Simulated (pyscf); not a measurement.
A first-order saddle from PySCF, ωB97X-D3(BJ)/def2-SVP:

```
C
F 1 1.3310
H 1 1.1741 2 108.08
H 3 1.1150 1 75.91 2 -87.38
Cl 4 1.6044 3 129.93 1 -36.59
```

Surface: singlet, charge 0. Lowest wavenumbers (cm⁻¹): 1013i, 320, 602, 723, 965.

Question: Which two sides does it connect, and which bonds change?

Answer: :HC–F (SMILES [CH]F) [singlet] + HCl (SMILES Cl) ⇌ F–CH₂–Cl (SMILES FCCl), an insertion read from left to right: Cl–H broken and C–Cl, C–H formed. At CCSD(T)/def2-TZVPP + ΔMP2(QZVPP) it lies +29.1 kcal/mol from the left side and +110.0 kcal/mol from the right (each side as separated species at their lowest minima found). From the product side, •H₂C–F + Cl• lies, by one bond made or cut, 20.7 kcal/mol under this saddle at ωB97M-D3(BJ). This is the saddle that the search found; another between the same sides may lie lower. A restricted singlet here is unstable towards spin polarisation, as is usual where a triplet lies low; its energy is less safe. The CCSD(T) − MP2 part came from Ansatz, without density fitting, on the same reference.
